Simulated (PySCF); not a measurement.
Compound: C₅H₅F.
Z-matrix (Å and degrees, GFN2-xTB geometry), rows numbered from 1:
```
C 
C   1  1.4932
F   2  1.3782  1  113.19
C   2  1.3074  1  128.02  3   180.00
C   4  1.4581  2  153.44  1  -179.85
C   5  1.3181  4   62.94  2   179.87
H   1  1.0854  2  109.75  3  -179.98
H   1  1.0899  2  110.16  3   -59.56
H   1  1.0899  2  110.22  3    59.52
H   5  1.0620  4  146.64  6  -179.93
H   6  1.0621  4  146.47  5  -180.00
```

The closed-shell ground state was solved at several levels (PySCF, density fitting, gas phase, non-relativistic).

```csv
level,basis functions,total energy (Eh),HOMO (eV),LUMO (eV),gap (eV),dipole (D)
PBE0/pcSseg-1,127,-292.8914,-5.75,-0.66,5.09,2.90
CAM-B3LYP/def2-SVPD,163,-292.9149,-7.11,0.41,7.52,3.09
```

What might B3LYP/pcJ-1 (212 basis functions) give for the same quantities?

Total energy -293.2641 Eh, HOMO -5.55 eV, LUMO -0.90 eV, gap 4.65 eV, dipole 2.91 D.

Over all these levels, which gives the widest orbital gap and which the narrowest?

CAM-B3LYP/def2-SVPD (range-separated hybrid) has the widest, 7.52 eV, and B3LYP/pcJ-1 (global hybrid, 20 % exact exchange) the narrowest, 4.65 eV. Functional and basis both differ between the two, so the spread mixes both effects.

How far do the dipole and the HOMO energy spread over the levels?

The dipole runs from 2.90 to 3.09 D (mean 2.97 D) and the HOMO from -7.11 to -5.55 eV.
